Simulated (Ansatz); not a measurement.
# HCl with H₂S: superposition error and deformation, part 3 of 3

Ansatz 0.2.0, Gaussian basis. The steps go on from the part before.

### 25 B97M-V/def2-TZVPPD

The inputs:

free-a/in.yaml

```yaml
crystal:
  periodic: [false, false, false]
  atoms:
    - {symbol: Cl, position_ang: [0.210255, -0.069310, -2.462554]}
    - {symbol: H, position_ang: [0.059127, -0.284144, -1.210856]}
basis:
  gaussian: {orbitals: "def2-TZVPPD.json"}
hamiltonian: {xc: {name: B97M-V}}
```

free-b/in.yaml

```yaml
crystal:
  periodic: [false, false, false]
  atoms:
    - {symbol: S, position_ang: [-0.188505, -0.486074, 1.128236]}
    - {symbol: H, position_ang: [0.908294, 0.250973, 1.358744]}
    - {symbol: H, position_ang: [-0.989071, 0.588655, 1.186529]}
basis:
  gaussian: {orbitals: "def2-TZVPPD.json"}
hamiltonian: {xc: {name: B97M-V}}
```

One command serves all of them, each in its own folder.

On the command line:

```bash
$ ansatz run in.yaml --threads 2 --pin off --events-out ev --progress --plain --max-ram 5222MiB
```

free-a printed, shortened:

```text
Functional definition: B97M-V
  name "B97M-V"
  cite "Mardirossian & Head-Gordon, J. Chem. Phys. 142, 074111 (2015) doi:10.1063/1.4907719"
  cite "Becke, J. Chem. Phys. 107, 8554 (1997) doi:10.1063/1.475007"
  cite "Vydrov & Van Voorhis, J. Chem. Phys. 133, 244103 (2010) doi:10.1063/1.3521275"
  # Of w^i u^j: cxij and so on, Table III.
[...]
  gx(w, u) = cx00 + cx01*u + cx02*u^2 + (cx10 + cx11*u)*w
[...]
  gos(w, u) = cos00 + cos01*u + cos03*u^3 + cos10*w + cos32*w^3*u^2
[...]
      + integral(e_c_pw_mod_opposite_spin*gos(b97_w_opposite, b97_u_opposite)) + vv10(b, c)
383 factors; their error is unknown
[...]
mean field -12536.26400490 eV, -460.6992047951 hartree, gradient 3.8e-5 eV, S^2 0.000000; 0 other end points of the search recorded, 0 dependent functions left out
reference -12536.26407596 eV, -460.6992074067 hartree; 9, 9 occupied and 59, 59 virtual orbitals, 383 factors
Total energy: -12536.26407596 eV, -460.6992074067 hartree
```

Output in free-b, shortened:

```text
[... 5 set-up lines as earlier in the session ...]
  # Of w^i u^j: cxij and so on, Table III.
[...]
  gx(w, u) = cx00 + cx01*u + cx02*u^2 + (cx10 + cx11*u)*w
[...]
  gos(w, u) = cos00 + cos01*u + cos03*u^3 + cos10*w + cos32*w^3*u^2
[...]
      + integral(e_c_pw_mod_opposite_spin*gos(b97_w_opposite, b97_u_opposite)) + vv10(b, c)
436 factors; their error is unknown
[...]
mean field -10865.58997001 eV, -399.3030664364 hartree, gradient 3.1e-5 eV, S^2 0.000000; 0 other end points of the search recorded, 0 dependent functions left out
reference -10865.59004121 eV, -399.3030690530 hartree; 9, 9 occupied and 76, 76 virtual orbitals, 436 factors
Total energy: -10865.59004121 eV, -399.3030690530 hartree
```

Wall times: 0.8 s (free-a), 1.1 s (free-b) on 2 threads of Arm Neoverse V2, shared host.

### 26 HSE06-D4/def2-TZVPPD

The same edit goes into each in.yaml of step 25 (free-a, free-b):

```diff
-hamiltonian: {xc: {name: B97M-V}}
+hamiltonian: {xc: hse06, dispersion: d4}
```

The same command starts each run, in its folder.

On the command line:

```bash
$ ansatz run in.yaml --threads 2 --pin off --events-out ev --progress --plain --max-ram 5222MiB
```

Output in free-a, shortened:

```text
[... 6 set-up lines as earlier in the session ...]
[...]
393 factors; their error is unknown
31 factors; integrals over basis functions are off by at most 1.5e-4 eV
[...]
mean field -12535.16317394 eV, -460.6587500035 hartree, gradient 8.4e-5 eV, S^2 0.000000; 0 other end points of the search recorded, 0 dependent functions left out
reference -12535.16322086 eV, -460.6587517277 hartree; 9, 9 occupied and 59, 59 virtual orbitals, 393 factors
Total energy: -12535.16739410 eV, -460.6589050916 hartree
```

Output in free-b, shortened:

```text
[... 6 set-up lines as earlier in the session ...]
[...]
474 factors; their error is unknown
41 factors; integrals over basis functions are off by at most 9.6e-5 eV
[...]
mean field -10864.30226406 eV, -399.2557441155 hartree, gradient 7.2e-6 eV, S^2 0.000000; 0 other end points of the search recorded, 0 dependent functions left out
reference -10864.30231044 eV, -399.2557458200 hartree; 9, 9 occupied and 76, 76 virtual orbitals, 474 factors
Total energy: -10864.31343232 eV, -399.2561545417 hartree
```

Wall times: 0.35 s (free-a), 0.4 s (free-b) on 2 threads of Arm Neoverse V2, shared host.

### 27 CCSD(T)/def2-TZVPPD

The same edit goes into each in.yaml of step 26 (free-a, free-b):

```diff
-hamiltonian: {xc: hse06, dispersion: d4}
+correlation: {method: ccsd_t}
```

One command serves all of them, each in its own folder.

On the command line:

```bash
$ ansatz run in.yaml --threads 2 --pin off --events-out ev --progress --plain --max-ram 5222MiB
```

Log of free-a, shortened:

```text
[... 4 set-up lines as earlier in the session ...]
[...]
386 factors; integrals over basis functions are off by at most 1.1e-3 eV
[...]
mean field -12519.95654501 eV, -460.0999166977 hartree, gradient 2.5e-6 eV, S^2 0.000000; 0 other end points of the search recorded, 0 dependent functions left out
5 core orbitals not correlated: weight in the atoms' cores, before any rotation towards them, 1.000 or more for the frozen orbitals, at most 0.000 for the correlated occupied ones
reference -12519.95654501 eV, -460.0999166977 hartree; 4, 4 occupied and 59, 59 virtual orbitals, 386 factors
second order -5.58052892 eV of doubles, -0.00000000 eV of singles
cycle   1  -5.99500809 eV  change   -4.1e-1 eV  update   3.9e-2
[...]
cycle   8  -6.13752518 eV  change    9.0e-7 eV  update   3.3e-6
perturbative correction -0.22600971 eV, -0.0083057035 hartree
Total energy: -12526.32007989 eV, -460.3337722913 hartree
```

free-b printed, shortened:

```text
[... 4 set-up lines as earlier in the session ...]
[...]
471 factors; integrals over basis functions are off by at most 7.7e-4 eV
[...]
mean field -10849.41073247 eV, -398.7084904235 hartree, gradient 4.3e-6 eV, S^2 0.000000; 0 other end points of the search recorded, 0 dependent functions left out
5 core orbitals not correlated: weight in the atoms' cores, before any rotation towards them, 1.000 or more for the frozen orbitals, at most 0.000 for the correlated occupied ones
reference -10849.41073247 eV, -398.7084904235 hartree; 4, 4 occupied and 76, 76 virtual orbitals, 471 factors
second order -5.23515348 eV of doubles, -0.00000000 eV of singles
cycle   1  -5.71318166 eV  change   -4.8e-1 eV  update   4.9e-2
[...]
cycle   8  -5.89249253 eV  change    3.8e-6 eV  update   7.4e-6
perturbative correction -0.22660043 eV, -0.0083274121 hartree
Total energy: -10855.52982543 eV, -398.9333629421 hartree
```

Wall times: 0.35 s (free-a), 0.5 s (free-b) on 2 threads of Arm Neoverse V2, shared host.

### 28 The split

```
      method  interaction with counterpoise (meV)  without  superposition error  deformation  binding energy
      PBE-D4                                 -216     -221                    5            0            -216
   revPBE-D4                                 -189     -195                    5            0            -190
     BLYP-D4                                 -181     -187                    6           -1            -183
   r2SCAN-D4                                 -184     -188                    4            6            -178
      B97M-V                                 -163     -167                    4           10            -153
     PBE0-D4                                 -194     -199                    5            7            -187
    B3LYP-D4                                 -175     -180                    5            5            -170
    HSE06-D4                                 -195     -200                    5            7            -188
     wB97X-V                                 -149     -154                    5            8            -141
     wB97M-V                                 -144     -149                    5            7            -136
      B2PLYP                                 -129     -140                   11            8            -120
Hartree-Fock                                  -18      -23                    4           17              -2
         MP2                                 -146     -172                   26           12            -134
        CCSD                                  -98     -123                   24           10             -88
     CCSD(T)                                 -118     -144                   26            9            -109
```

### 29 Results

What follows sums up all 3 parts.

| quantity | value |
| --- | --- |
| interaction, CCSD(T) | -118 meV |
| superposition error | 26 meV |
| deformation | 9 meV |
| binding energy | -109 meV |

In this basis the superposition error is 26 meV for CCSD(T) and 5 meV on average for the plain functionals: correlated methods borrow far more, since they need many more functions to converge. Deformation takes back 8 % of the interaction. The free shapes are PBE0-D4 minima, so other methods can show a small negative deformation energy.
